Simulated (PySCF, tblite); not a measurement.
Compound: 1-chloro-1-fluoroallene, C3H2ClF.
SMILES: `C=C=C(F)Cl`

Method: PBE0/pcSseg-1 in PySCF (dipole) on a GFN2-xTB geometry, gas phase.

Masses are those of the commonest isotopes; rigid-rotor values at the optimised geometry. 

Question: What are A, B and C (cm⁻¹)?

Answer: Ia = 76.06, Ib = 177.57, Ic = 250.22 u·Å²; 505379 MHz·u·Å²/I gives 6645, 2846 and 2020 MHz, that is A = 0.22164, B = 0.09494, C = 0.06737 cm⁻¹.

Question: Classify the top.

Answer: An asymmetric top; Ray's κ = -0.643.

Question: Is it planar, by Δ = Ic − Ia − Ib?

Answer: Not planar: Δ = Ic − Ia − Ib = -3.40 u·Å². For a rigid frame Δ = −2 Σ m c², so Σ m c² = 1.70 u·Å² lies off the ab plane, practically all of it from hydrogen. The atom farthest from that plane is 0.92 Å away.

Question: Give the coordinates in the principal-axis frame, origin at the centre of mass.

Answer: The sense of each axis is arbitrary; atoms in the order of the calculation.
| atom | mass (u) | a (Å) | b (Å) | c (Å) |
| --- | --- | --- | --- | --- |
| C1 | 12.000 | -2.475 | 0.615 | 0.000 |
| C2 | 12.000 | -1.275 | 0.130 | 0.000 |
| C3 | 12.000 | -0.059 | -0.319 | 0.001 |
| F4 | 18.998 | 0.245 | -1.628 | 0.000 |
| Cl5 | 34.969 | 1.347 | 0.691 | 0.000 |
| H6 | 1.008 | -3.003 | 0.820 | 0.918 |
| H7 | 1.008 | -3.002 | 0.822 | -0.919 |

Question: Predict some low-J microwave lines.

Answer: The dipole components are |μa| = 1.88 D, |μb| = 1.06 D, |μc| = 0.00 D; the mirror of this Cs structure is the ab plane, so μc vanishes by symmetry and there are no c-type lines. Intensities carry the squares of the components, which stand as 1.00 : 0.32 (a : b). Some lines, for components of 0.1 D or more:

```csv
type,branch,"J(Ka,Kc)",MHz,lower level (cm⁻¹)
a,Q,"1(1,0) ← 1(1,1)",826,0.289
a,Q,"2(1,1) ← 2(1,2)",2479,0.586
b,Q,"1(1,0) ← 1(0,1)",4625,0.162
a,R,"1(0,1) ← 0(0,0)",4866,0.000
b,Q,"2(1,1) ← 2(0,2)",5572,0.483
b,R,"2(0,2) ← 1(1,1)",5812,0.289
b,R,"1(1,1) ← 0(0,0)",8664,0.000
a,R,"2(1,2) ← 1(1,1)",8905,0.289
a,R,"2(0,2) ← 1(0,1)",9611,0.162
a,R,"2(1,1) ← 1(1,0)",10558,0.317
b,Q,"2(2,0) ← 2(1,1)",11517,0.669
b,R,"2(1,2) ← 1(0,1)",12704,0.162
b,Q,"2(2,1) ← 2(1,2)",13875,0.586
b,R,"2(2,1) ← 1(1,0)",21954,0.317
b,R,"2(2,0) ← 1(1,1)",22901,0.289
```

Question: Estimate the classical rotational partition function at 10 K, 50 K and 298.15 K.

Answer: Point group Cs, symmetry number σ = 1; q = (√π/σ)·√((kT/h)³/(ABC)), k/h = 20836.6 MHz/K: 863 at 10 K, 9640 at 50 K, 140000 at 298.15 K.

Its GFN2-xTB frequencies are all real (lowest 138 cm⁻¹). These are rigid-rotor constants of the computed structure; measured ground-state constants (B0) also hold zero-point vibration. Quadrupole hyperfine structure (35Cl) is left out.
